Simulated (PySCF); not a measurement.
Method: PBE-D3(BJ)/def2-TZVP // B3LYP-D3(BJ)/def2-TZVP run with PySCF. All species are isolated molecules in the gas phase. Excitations are Tamm–Dancoff values on a coarser integration grid. The basis has no diffuse functions, so Rydberg states are missing or too high.

Reference species (SMILES): `[F][Al]([F])[F]` (neutral, multiplicity 1).

| Property | Result |
|---|---|
| HOMO–LUMO gap | 7.20 eV |
| HOMO | -9.62 eV |
| brightest of the four lowest singlets (TDA) | 8.04 eV |
| LUMO | -2.42 eV |

Changed species: `[NH2][Al]([NH2])[F]` (2 of 3 F replaced by NH2; the reference has 0 of 3 F replaced by NH2).

Task: Predict the effect on the HOMO–LUMO gap, HOMO, brightest of the four lowest singlets (TDA) and LUMO.

Result: the HOMO–LUMO gap falls by 2.37 eV, to 4.83 eV; the HOMO goes up by 3.88 eV, to -5.74 eV; the brightest of the four lowest singlets (TDA) falls by 2.45 eV, to 5.59 eV; the LUMO rises by 1.51 eV, to -0.91 eV.
